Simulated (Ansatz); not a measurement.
What each rung costs and misses: atomization of C2H3O, doublet

Geometry (MP2(full)/6-31G*, from the G2/97 set):

```yaml
atoms:
  - { symbol: C, position_ang: [-1.0631, -0.7108, 0.0000] }
  - { symbol: C, position_ang: [-0.0848, 0.4433, 0.0000] }
  - { symbol: H, position_ang: [-0.5404, -1.6708, 0.0000] }
  - { symbol: H, position_ang: [-1.7024, -0.6262, 0.8811] }
  - { symbol: H, position_ang: [-1.7024, -0.6262, -0.8811] }
  - { symbol: O, position_ang: [1.1103, 0.3850, 0.0000] }
```

Measured, as an electronic atomization energy: 581.4 kcal/mol (G2/97 heats of formation of molecule and atoms, with zero-point and thermal terms from B3LYP taken off; Curtiss et al., J. Chem. Phys. 106, 1063 (1997), Staroverov et al., J. Chem. Phys. 119, 12129 (2003)). The measured value holds scalar relativity and spin–orbit coupling, which all computed ones lack, and core correlation, which the wave-function levels lack. Atoms are taken at the same level, with ROHF references for molecule and atoms in the R rows. Ansatz 0.2.0; the 6-31G* set has Cartesian d functions; a miss is computed less measured; times are wall times on shared hosts and scatter by a factor of two or so.

| level | basis | miss (kcal/mol) | time of the run | hardware |
| --- | --- | --- | --- | --- |
| RHF | cc-pVDZ | -170.6 | – | – |
| UHF | cc-pVDZ | -175.7 | 0.4 s | 1 CPU thread |
| RMP2 | cc-pVDZ | -30.1 | – | – |
| UMP2 | cc-pVDZ | -31.4 | – | – |
| RCCSD(T) | cc-pVDZ | -43.6 | 4 s | 1 CPU thread |
| UCCSD(T) | cc-pVDZ | -43.8 | 2.8 s | 1 CPU thread |
| UCCSDT(Q) | cc-pVDZ | -42.8 | 9.5 s | H100 + 2 CPU threads |
| RHF | cc-pVTZ | -160.7 | – | – |
| UHF | cc-pVTZ | -167.4 | 2.1 s | 1 CPU thread |
| RMP2 | cc-pVTZ | -1.8 | – | – |
| UMP2 | cc-pVTZ | -2.7 | – | – |
| RCCSD(T) | cc-pVTZ | -15.9 | 3.7 s | H100 + 2 CPU threads |
| UCCSD(T) | cc-pVTZ | -16.1 | 2.7 s | H100 + 2 CPU threads |
| UCCSDT(Q) | cc-pVTZ | -15.6 | 5.6 min | H100 + 2 CPU threads |
| RHF | cc-pVQZ | -159.1 | – | – |
| UHF | cc-pVQZ | -166.3 | – | – |
| RMP2 | cc-pVQZ | 7.3 | – | – |
| UMP2 | cc-pVQZ | 6.6 | – | – |
| RCCSD(T) | cc-pVQZ | -7.0 | 6.5 s | H100 + 2 CPU threads |
| UCCSD(T) | cc-pVQZ | -7.2 | 7.5 s | H100 + 2 CPU threads |

HF's time is that of a plain UHF run. A dash: the level came out of a higher level's run.

A composite of the best parts (unrestricted reference, at this geometry, which isn't the minimum of the high levels):

```csv
part,kcal/mol
"Hartree–Fock limit (T, Q; exp(−5.46 √X))",415.44
"CCSD(T) correlation limit (T, Q; X⁻³)",164.64
CCSDT − CCSD(T) (TZ),-0.42
(Q) (TZ),0.86
sum,580.5
sum less measured,-0.8
```
